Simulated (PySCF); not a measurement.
Si(Cl)4 anion (Cl₄Si), SMILES Cl[Si](Cl)(Cl)Cl (connectivity only; charge and spin as stated), charge -1, multiplicity 2. Atoms are numbered in the order given.

```xyz
5

Cl    -1.6713     0.0000     0.9790
Si     0.0000     0.0000    -0.3537
Cl     1.6713     0.0000     0.9790
Cl     0.0000    -2.2220    -0.8334
Cl     0.0000     2.2220    -0.8334
```
Charge -1, spin multiplicity 2.

Geometry optimised at PBE0-D3(BJ)/def2-SVPD. The spin state was assumed, not searched. The isomer is the one that the SMILES or the coordinates give; other isomers of the formula were not compared.

The numbers are results of PBE0/pcH-1 in PySCF, not measurements.

Unrestricted Kohn–Sham, ⟨S²⟩ = 0.753. Hyperfine tensors hold the contact and dipolar terms, without spin-orbit corrections.

Computed hyperfine couplings:
| nucleus | A(iso) (MHz) | A(iso) (G) | dipolar principal values (MHz) |
|---|---|---|---|
| 35Cl no. 1 | 16.2 | 5.8 | -8.6, -8.4, 17.1 |
| 29Si no. 2 | -1656.8 | -591.2 | -67.7, 27.5, 40.2 |
| 35Cl no. 3 | 16.2 | 5.8 | -8.6, -8.4, 17.1 |
| 35Cl no. 4 | 87.5 | 31.2 | -36.5, -35.7, 72.2 |
| 35Cl no. 5 | 87.5 | 31.2 | -36.5, -35.7, 72.2 |
